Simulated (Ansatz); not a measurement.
# BH (SMILES [BH]): levels of theory compared

Aim: a comparison of 6 runs (HF/STO-3G, B3LYP/6-31G*, PBE/cc-pVDZ, wB97X/6-31+G*, revPBE-D3(BJ)/def2-TZVPD, UCCSD/STO-3G) of BH. 

The calculation is run with Ansatz 0.2.0.

7 further runs of the same task are left out: 4 for a known fault of the program, 3 set aside as unsound or not needed.

## Step 1: Starting point

The species is BH (2 atoms), meant as a singlet with charge 0. SMILES: `[BH]`. Geometry: the measured bond length.

Bond lengths: B1–H2 1.232 Å.

## Step 2: Energy and forces at HF/STO-3G (run 1)

job.yaml

```yaml
crystal:
  periodic: [false, false, false]
  atoms:
    - {symbol: B, position_ang: [0.000000, 0.000000, 0.000000]}
    - {symbol: H, position_ang: [0.000000, 0.000000, 1.232400]}
basis:
  gaussian: {orbitals: STO-3G}
hamiltonian: {xc: hf}
accuracy: high
output: {forces: true, orbitals: {seedname: orbitals}}
```

Run with:

```sh
$ ansatz run job.yaml --threads 1 --pin off --max-ram 2610MiB --events-out events.jsonl --progress --plain --runs-dir runs
```

Log:

```text
Warning: RAYON_NUM_THREADS=1 ignored (pool sized by the plan → 1); use --threads N
Functional definition: HF
  name "HF"
  exchange = exact_x
  correlation = 0
77 factors; integrals over basis functions are off by at most 5.4e-9 eV
mean field evaluation 1: about -673.2610 eV, gradient 7.3e0 eV
mean field evaluation 2: about -673.2629 eV, gradient 7.2e0 eV
mean field evaluation 4: about -673.5576 eV, gradient 2.4e-1 eV
mean field evaluation 8: about -673.5575 eV, gradient 1.9e-5 eV
mean field -673.55746565 eV, -24.7527803089 hartree, gradient 3.0e-8 eV, S^2 0.000000; 0 other end points of the search recorded, 0 dependent functions left out
the calculation of the forces begins
reference -673.55746565 eV, -24.7527803089 hartree; 3, 3 occupied and 3, 3 virtual orbitals, 77 factors
Total energy: -673.55746565 eV, -24.7527803089 hartree
Atom 0 at     0.000000     0.000000     0.000000 Å, force    -0.000000     0.000000     0.557463 eV/Å
Atom 1 at     0.000000     0.000000     1.232400 Å, force     0.000000    -0.000000    -0.557463 eV/Å
Dipole moment:    -0.000000    -0.000000     0.199207 e Å
```

Run time: 0.04 s. Hardware: 1 thread of Arm Neoverse V2, shared host.

## Step 3: Energy and forces at B3LYP/6-31G(d) (spherical functions) (run 2)

in.yaml

```yaml
crystal:
  periodic: [false, false, false]
  atoms:
    - symbol: B
      position_ang: [0.000000, 0.000000, 0.000000]
    - symbol: H
      position_ang: [0.000000, 0.000000, 1.232400]
basis:
  gaussian:
    orbitals: 6-31G_st_-spherical.json
output: {forces: true, orbitals: {seedname: orbitals}}
hamiltonian:
  xc: {name: B3LYP}
accuracy: high
```

The basis set 6-31G* is read from a file made from the Basis Set Exchange's data (not shown).

Run with:

```sh
$ ansatz run in.yaml --threads 1 --pin off --max-ram 2610MiB --events-out events.jsonl --progress --plain --runs-dir runs
```

Log (excerpt; [...] marks lines left out):

```text
Warning: RAYON_NUM_THREADS=1 ignored (pool sized by the plan → 1); use --threads N
Functional definition: B3LYP
  name "B3LYP"
[...]
283 factors; integrals over basis functions are off by at most 1.6e-9 eV
[...]
mean field -688.10270647 eV, -25.2873080500 hartree, gradient 8.2e-9 eV, S^2 0.000000; 0 other end points of the search recorded, 0 dependent functions left out
[...]
reference -688.10272912 eV, -25.2873088826 hartree; 3, 3 occupied and 13, 13 virtual orbitals, 283 factors
Total energy: -688.10272912 eV, -25.2873088826 hartree
Atom 0 at     0.000000     0.000000     0.000000 Å, force    -0.000000    -0.000000    -0.243643 eV/Å
Atom 1 at     0.000000     0.000000     1.232400 Å, force     0.000000     0.000000     0.243643 eV/Å
Dipole moment:     0.000000     0.000000     0.274764 e Å
```

Wall time 0.34 s (1 thread of Arm Neoverse V2, shared host).

Runs 3 to 5 aren't shown in full; the table further down has their settings and results.

## Step 4: The energy at UCCSD/STO-3G (run 6)

input.yaml

```yaml
crystal:
  periodic: [false, false, false]
  atoms:
    - symbol: B
      position_ang: [0.000000, 0.000000, 0.000000]
    - symbol: H
      position_ang: [0.000000, 0.000000, 1.232400]
basis:
  gaussian:
    orbitals: STO-3G
magnetization:
  spin_polarized: true
accuracy: high
correlation:
  method: ccsd
```

Run with:

```sh
$ ansatz run input.yaml --threads 1 --pin off --max-ram 2610MiB --events-out events.jsonl --progress --plain --runs-dir runs
```

Log:

```text
Warning: RAYON_NUM_THREADS=1 ignored (pool sized by the plan → 1); use --threads N
[... 17 lines left out ...]
1 core orbitals not correlated: weight in the atoms' cores, before any rotation towards them, 1.000 or more for the frozen orbitals, at most 0.000 for the correlated occupied ones
[... 26 lines left out ...]
Total energy: -675.10151232 eV, -24.8095229776 hartree
```

It took 0.18 s on 1 thread of Arm Neoverse V2, shared host.

## Step 5: Overview of the runs

| run | level | task | accuracy | energy (Eh) | dipole moment (D) | HOMO energy (eV) | LUMO energy (eV) | wall time |
| --- | --- | --- | --- | --- | --- | --- | --- | --- |
| 1 | HF/STO-3G | gradient | high | -24.752780 | 0.96 | -6.71 | 7.35 | 0.04 s |
| 2 | B3LYP/6-31G* (spherical functions) | gradient | high | -25.287309 | 1.32 | -6.07 | -2.03 | 0.34 s |
| 3 | PBE/cc-pVDZ | gradient | high | -25.232315 | 1.48 | -5.35 | -3.34 | 0.3 s |
| 4 | wB97X/6-31+G* (spherical functions) | gradient | high | -25.277724 | 1.70 | -9.02 | 0.02 | 1.6 s |
| 5 | revPBE-D3(BJ)/def2-TZVPD (density fitting with cc-pVTZ-jkfit) | energy | medium | -25.285321 | – | -5.52 | -3.40 | 0.18 s |
| 6 | UCCSD/STO-3G | energy | high | -24.809523 | – | – | – | 0.18 s |

## Step 6: Results

| quantity | value |
| --- | --- |
| run 6: total energy | -24.80952 Eh |
| run 6: correlation energy (1 core orbital frozen) | -45.9 mEh |
| run 6: ⟨S²⟩ of the reference determinant | 0.519 |
| run 6: T1 diagnostic | 0.172 |

What this shows: Over runs 1, 2, 3, 4 the dipole moment (its size) runs from 0.96 D (HF/STO-3G) to 1.70 D (wB97X/6-31+G*). The two ends differ in method and basis. Over runs 1, 2, 3, 4, 5 the HOMO–LUMO gap runs from 2.01 eV (PBE/cc-pVDZ) to 14.05 eV (HF/STO-3G). Totals of different functionals can't be ranked against each other. In runs 1, 6 the basis is minimal, so the values are rough. Spin contamination of the reference: run 6 ⟨S²⟩ = 0.52. All runs together took 2.6 s, the longest 1.6 s.
